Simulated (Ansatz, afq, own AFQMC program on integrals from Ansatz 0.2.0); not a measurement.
Integrals from Ansatz 0.2.0, then the random walk in our own AFQMC program (afq).

```yaml
crystal:
  periodic: [false, false, false]
  atoms:
    - {symbol: N, position_ang: [0.038244, -0.038284, 0.038587]}
    - {symbol: H, position_ang: [0.628587, 0.554018, 0.628801]}
    - {symbol: H, position_ang: [-0.554677, -0.626530, 0.630271]}
    - {symbol: H, position_ang: [-1.235171, 1.236460, -1.246252]}
    - {symbol: H, position_ang: [0.629805, -0.631938, -0.549044]}
basis:
  gaussian: {orbitals: 6-31G}
total_charge: 1
magnetization: {spin_polarized: false}
correlation: {method: ccsd_t, electrons: outside_noble_gas, hamiltonian_folder: ham}
```

```sh
$ ansatz run in.yaml --threads 1 --pin off --events-out ev --progress --plain --max-ram 24576MiB --backend cuda --devices 0, --max-vram 18GiB
```

Options of the walk:

```
--method phaseless --trial mp1 --walkers 80 --populations 1 --least-time 40 --time-step 0.01 --steps-per-block 10 --equilibration-blocks 100 --max-blocks 400 --target-error 0.00136 --factor-cut 1e-05 --seed 6930 --taylor-order 4
```

Times are imaginary, in 1/Eh. The walk had a cap of 60 s.

afq prints:

```
orbitals 16  electrons 4 4  factors 101 of 260
reference energy -56.30140440 Eh
CCSD correlation -0.17300626 Eh in 11 cycles, weight of the determinant in the CISD state 0.8241
energy of the start -56.448262 Eh
 block  time / (1/Eh)  mean weight  energy / Eh
     1     0.100  0.9988  -56.448437
     2     0.200  0.9994  -56.449997
     3     0.300  1.0009  -56.450267
     4     0.400  0.9961  -56.452283
     5     0.500  1.0010  -56.452072
    10     1.000  0.9988  -56.459187
    37     3.700  1.0010  -56.467960
    61     6.100  0.9987  -56.472303
   121    12.100  0.9997  -56.488280
   181    18.100  1.0022  -56.473481
   241    24.100  1.0018  -56.482562
   301    30.100  1.0002  -56.479888
   361    36.100  0.9985  -56.476774
   385    38.500  0.9977  -56.498512
   421    42.100  1.0007  -56.479547
   481    48.100  1.0107  -56.491331
   493    49.300  1.0000  -56.482177
blocks merged  error / Eh  count
     1  0.000309  400
     2  0.000395  200
     4  0.000506  100
     8  0.000573  50
    16  0.000644  25
    32  0.000666  12
energy -56.482127 +/- 0.000644 Eh
(rows thinned)
```

The run passed its tests (sampling time, drift between the halves within three errors, error under three times the target), which doesn't prove that it has relaxed.

Against this walk (error 17.5 meV) on the same determinant: CCSD(T) 40.9 meV higher, CCSDT(Q) 51.2 meV higher, CCSDTQ 55.3 meV higher, full CI 53.9 meV higher. The error is statistical and leaves out the bias of the constraint. The walk lies 54 meV below full CI: a phaseless energy isn't variational. The determinant is a poor start (see the cautions), so the low cluster orders aren't to be relied on, and full CI is the sure value.

Cautions: constraint bias not in the error; restricted determinant unstable towards unrestricted (UHF 1.20 eV lower, ⟨S²⟩ 0.82); strong correlation (T1 0.060, weight of the determinant 0.82, largest double 0.34); the bias of populations of 80 walkers isn't removed; the time-step error isn't removed.

The walk took 14 s on 1 × NVIDIA H100 80GB HBM3 with 2 threads of AMD EPYC 7R13 Processor (Zen 3), with other jobs on the host (the card was shared). The log's last line is the phaseless energy.

CCSDT and higher add their correlation energy to the determinant of the CCSD(T) run, since their own runs factorise the integrals more tightly (a shift of under 2 meV). A walk keeps the symmetry of its determinant, which the program's search chose and which needn't be the lowest solution, so a lower state of the same spin and another symmetry isn't excluded.
